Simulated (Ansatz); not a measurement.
# BeBH₃ (singlet): r2SCANh, r2SCAN0, wB97M-V over a scan of the scale of all distances, 6-31G

How well do these functionals follow the top wave-function level for BeBH₃ (singlet) over a scan of the scale of all distances?

The runs use Ansatz 0.2.0, Gaussian basis; 6-31G, all electrons in the functionals.

The runs, in order: r2SCANh, r2SCAN0, wB97M-V, at 0.874; 1.000; 1.117; 1.315; 1.508; 1.753; 1.992; 2.369.

19 further runs of the same task are left out: 6 for a known fault of the program, 10 that didn't finish, 3 set aside as unsound or not needed. Runs told in other sessions of the task aren't counted.

## Step 1: What is computed

The geometry derives from a PBE0/def2-TZVP stationary point (not a proven minimum). All distances are scaled together.

5 atoms, charge 0, spin multiplicity 1.

Atoms are counted from 1 here; the program's logs count them from 0.

Bond lengths: B1–Be2 1.873 Å, B1–H3 1.202 Å, B1–H4 1.202 Å, Be2–H5 1.341 Å. Angles: Be2–B1–H3 123.4°, Be2–B1–H4 123.4°, H3–B1–H4 113.2°, B1–Be2–H5 180.0°.

No dispersion term is added; wB97M-V holds VV10 nonlocal correlation.

The geometry shown and the zero of energy belong to the point 1.000. The yardstick, FCI, and other wave-function levels (R restricted, U unrestricted, valence and pair active spaces) come from earlier runs.

## Step 2: r2SCANh, 0.874

Contents of in.yaml:

```yaml
crystal:
  periodic: [false, false, false]
  atoms:
    - {symbol: B, position_ang: [0.000000, 0.000000, 0.718685]}
    - {symbol: Be, position_ang: [0.000000, 0.000000, -0.918458]}
    - {symbol: H, position_ang: [0.000000, 0.876780, 1.297147]}
    - {symbol: H, position_ang: [0.000000, -0.876780, 1.297147]}
    - {symbol: H, position_ang: [0.000000, 0.000000, -2.090692]}
basis:
  gaussian: {orbitals: 6-31G}
hamiltonian: {xc: {name: r2SCANh}}
```

Command:

```sh
$ ansatz run in.yaml --threads 1 --pin off --events-out ev --progress --plain --max-ram 2393MiB
```

After this run come: r2SCANh, 1.000; r2SCANh, 1.117; r2SCANh, 1.315; r2SCANh, 1.508; r2SCANh, 1.753; r2SCANh, 1.992; r2SCANh, 2.369; r2SCAN0, 0.874; r2SCAN0, 1.000; r2SCAN0, 1.117; r2SCAN0, 1.315; r2SCAN0, 1.508; r2SCAN0, 1.753; r2SCAN0, 1.992; r2SCAN0, 2.369; wB97M-V, 0.874; wB97M-V, 1.000; wB97M-V, 1.117; wB97M-V, 1.315; wB97M-V, 1.508; wB97M-V, 1.753; wB97M-V, 1.992; wB97M-V, 2.369.

Before running them: what should the planned runs give, taken together? Wanted: span of the FCI curve; largest miss, r2SCANh; largest miss, r2SCAN0; largest miss, wB97M-V.

**Answer**, as computed:

| quantity | value |
| --- | --- |
| span of the FCI curve | 249.5 kcal/mol |
| largest miss, r2SCANh | +47.8 kcal/mol (2.369) |
| largest miss, r2SCAN0 | +48.1 kcal/mol (2.369) |
| largest miss, wB97M-V | +56.3 kcal/mol (2.369) |

**Reading.** Of the functionals, r2SCANh keep the smallest largest miss at the points compared (at most 47.8 kcal/mol) and wB97M-V strays most (56.3 kcal/mol, at 2.369). r2SCANh, r2SCAN0, wB97M-V clearly break the spin symmetry at some points (⟨S²⟩ up to 1.86 above the pure value), so energy there is bought with a mixed spin. Functionals and the yardstick converge differently with the basis, so part of each miss in 6-31G is the basis.
